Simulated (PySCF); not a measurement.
benzene (C₆H₆), SMILES c1ccccc1. Geometry: TPSSh-D3(BJ)/def2-SVP.

Computed equilibrium geometry at TPSSh-D3(BJ)/def2-SVP (PySCF confirms it by a frequency run) as Cartesian coordinates in Å, and its point group:
point group D6h.
```xyz
12

C     -1.3993     0.0000     0.0000
C     -0.6997    -1.2119     0.0000
C      0.6997    -1.2119     0.0000
C      1.3993     0.0000     0.0000
C      0.6997     1.2119     0.0000
C     -0.6997     1.2119     0.0000
H     -2.4921     0.0000     0.0000
H     -1.2461    -2.1582     0.0000
H      1.2461    -2.1582     0.0000
H      2.4921     0.0000     0.0000
H      1.2461     2.1582     0.0000
H     -1.2461     2.1582     0.0000
```
